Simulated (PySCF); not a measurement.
Work out the structure from these simulated measurements.

Formula: C4H10OS.

| Item | Value |
| --- | --- |
| Rotational structure | rotational constants A, B, C: 6.426, 1.714, 1.482 GHz [PBE0-D3(BJ)/def2-SVP] |
| 13C NMR | chemical shifts (computed TMS as zero) by class: 58.1 (2 C), 9.4 (2 C) ppm [GIAO PBE/pcSseg-2] |
| Valence photoelectron | vertical ionisation energy: 8.64 eV [ΔSCF B3LYP/def2-SVPD] |
| 1H NMR | chemical shifts (computed TMS as zero) by class: 2.49 (2 H), 2.10 (2 H), 1.31 (6 H) ppm [GIAO PBE/pcSseg-2] |
| NMR, other nuclei | isotropic shieldings of nuclei other than C and H, by class: 275 (1 O), 124 (1 S) ppm [GIAO PBE/pcSseg-2] |
| UV, strongest line | among the 10 lowest singlet transitions: S4 at 6.31 eV (196 nm, f = 0.099) [TDDFT B3LYP/def2-SVPD] |
| Polarisability | 78.3 au [B3LYP/def2-SVPD] |

Electronic properties: PySCF, gas phase, density fitting. Levels stand in brackets. The structure is a single PBE0-D3(BJ)/def2-SVP conformer in the gas phase; no vibrational or solvent corrections. NMR classes are plain means over equivalent atoms (diastereotopic ones count apart unless rotation or inversion swaps them), as if these changed places fast.

Question: Give a SMILES that accounts for the data.

Answer: Numbering: `[CH3:1][CH2:2][S:3](=[O:4])[CH2:5][CH3:6]`. 4 carbons fall into 2 classes; from least to most shielded: sp3 carbon bound to sulfur [C2/C5] (58.1 ppm, 2 C), methyl carbon [C1/C6] (9.4 ppm, 2 C). Hydrogen classes from least to most shielded: 2 H on 2 like atoms (sp3 carbon bound to sulfur), C2/C5 (2.49 ppm), 2 H on 2 like atoms (sp3 carbon bound to sulfur), C2/C5 (2.10 ppm), 6 H on 2 methyl carbons, C1/C6 (1.31 ppm, a mean of values up to 1.0 ppm apart in this geometry). The other shieldings belong to: 275 ppm, sulfinyl oxygen [O4]; 124 ppm, sulfinyl sulfur [S3]. The first electron is taken from the HOMO, whose largest Löwdin shares are 0.54 on the sulfinyl oxygen, 0.29 on the sulfinyl sulfur and 0.07 on each of 2 atoms of one kind (sp3 carbon bound to sulfur). The optimised geometry has point group Cs and is an asymmetric top. Structure: diethyl sulfoxide (`C(C)S(CC)=O`). Computed isomers that give other values at the same levels: `CC(C)[S@](C)=O` (rotational constant A: 3.908 GHz; this holds for the one conformer computed). The assignments are read from this structure; whether some other isomer fits the data as well wasn't checked.

Shape of the structure used: `[CH3:1][CH2:2][S:3](=[O:4])[CH2:5][CH3:6]`: C1–C2–S3–O4 -62°, C2–S3–C5–C6 170°.
